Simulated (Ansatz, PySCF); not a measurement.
Energy from the minimum to the longest scanned distance (2.9 to 4 times the starting length) of diatomic hydrides, at UKS-B3LYP/6-31G* and at FCI.

Values in kJ/mol, from Ansatz (an electronic-structure program) and PySCF. Where two bases are given, the first is that of UKS-B3LYP/6-31G*. Full CI is exact in its basis, with frozen cores. Scans on which UKS-B3LYP/6-31G* failed, held another spin at the minimum or broke off are missing, so the means are lower bounds.

```csv
system,basis,UKS-B3LYP/6-31G*,FCI,UKS-B3LYP/6-31G* − FCI
HO cation triplet,6-31G* / aug-cc-pVDZ,329,459,-130
HGa singlet,6-31G* / cc-pVTZ,282,283,-1
HMg doublet,6-31G* / def2-TZVP,138,121,18
HAs triplet,6-31G* / cc-pVDZ,288,248,40
CH cation singlet,6-31G* / cc-pVQZ,346,407,-61
HO cation triplet,6-31G* / cc-pVTZ,329,484,-155
HGe doublet,6-31G* / aug-cc-pVTZ,285,280,5
HO doublet,6-31G* / aug-cc-pVDZ,425,418,7
HBe cation singlet,6-31G* / cc-pVTZ,296,300,-4
HO cation triplet,6-31G* / cc-pVTZ,331,463,-132
```

The mean difference from FCI is -42 kJ/mol (median -3) and the mean absolute one 55 kJ/mol (median 29); UKS-B3LYP/6-31G* lies above in 4 and below in 6 of 10 cases. It is closest for HGa singlet (-1), HBe cation singlet (-4), HGe doublet (5) and furthest off for HO cation triplet (-155), HO cation triplet (-132), HO cation triplet (-130).
